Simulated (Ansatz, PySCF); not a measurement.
System: ketene, C₂H₂O (charge 0, singlet). 
Structure (B3LYP-D3(BJ)/def2-TZVP (Ansatz, an electronic-structure program) minimum search):
SMILES: C=C=O
```xyz
5

C      0.0091     0.0017    -1.2056
C     -0.0008    -0.0001     0.1027
H      0.0282     0.9401    -1.7377
H     -0.0018    -0.9351    -1.7406
O     -0.0096    -0.0018     1.2620
```
Charge 0, spin multiplicity 1.

Dipole moments at this geometry, in debye (magnitudes).

```tsv
level	program	dipole (D)
PBE/def2-TZVPD	Ansatz	1.40
M06-L/def2-TZVPD	PySCF	1.31
B97M-V/def2-TZVPD	Ansatz	1.43
r2SCANh/def2-TZVPD	Ansatz	1.50
CCSD(T)/aug-cc-pVDZ	Ansatz	___
```

### Question
What belongs in the gaps?

### Answer

- CCSD(T)/aug-cc-pVDZ, dipole (D): 1.35

Measured: 1.42 D (NIST CCCBDB, as tabulated in the package chemicals), a vibrational average. This is an older compilation, not checked against later work.
